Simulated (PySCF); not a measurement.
Rows and methods have been separated. Pair them.

Species: C2F3N.
SMILES: `N#CC(F)(F)F`

The closed-shell ground state was solved 4 times with PySCF (density fitting, gas phase), always in the pcSseg-2 basis (216 functions), with these functionals: B97-2, KT3, PBE0 and wB97X-D. Geometry: PBE0-D3(BJ)/def2-TZVP; no solvent, vibrations or thermal averaging.

```
row  total energy (Eh)  HOMO (eV)  LUMO (eV)  dipole (D)
  P          -430.2053     -11.19      -0.86        1.37
  Q          -430.4985     -10.88      -0.93        1.37
  R          -436.1703      -9.69      -1.94        1.38
  S          -430.5081     -13.11       1.06        1.39
```

Question: Which functional belongs to which row?

Answer: P = PBE0, Q = B97-2, R = KT3, S = wB97X-D. By rising HOMO–LUMO gap: KT3 (GGA) 7.75 eV; B97-2 (global hybrid, 21 % exact exchange) 9.95 eV; PBE0 (global hybrid, 25 % exact exchange) 10.33 eV; wB97X-D (range-separated hybrid) 14.17 eV. Total energies of different functionals aren't bounds to one another; each is stationary for its own functional.

The pairwise dispersion term of wB97X-D wasn't added to the energies; at a given geometry it leaves orbitals and properties as they are.
